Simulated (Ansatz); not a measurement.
C2H5NOS (`NCC(O)=S`). The species carries charge 0 and has multiplicity 1.

```xyz
10

N    -0.573   -1.426    0.350
C     0.474   -0.446    0.512
C     0.266    0.899   -0.143
O    -0.398    0.793   -1.290
S     0.815    2.316    0.437
H    -1.436   -1.100    0.766
H    -0.758   -1.600   -0.629
H     1.405   -0.847    0.091
H     0.670   -0.274    1.570
H    -0.465    1.685   -1.664
```

(1) Give the diagnostics of a CCSD(T)/def2-TZVPP run (frozen core, the Gaussian-basis code of Ansatz). (An estimate is asked.)

Answers

(1) Computed: T1 = 0.0157, largest single amplitude 0.041, largest double 0.083, (T) share of the correlation energy 4.4 %, 10 CCSD cycles. The RHF solution is stable towards an unrestricted one. T1 lies under the customary mark of 0.02 for closed shells.
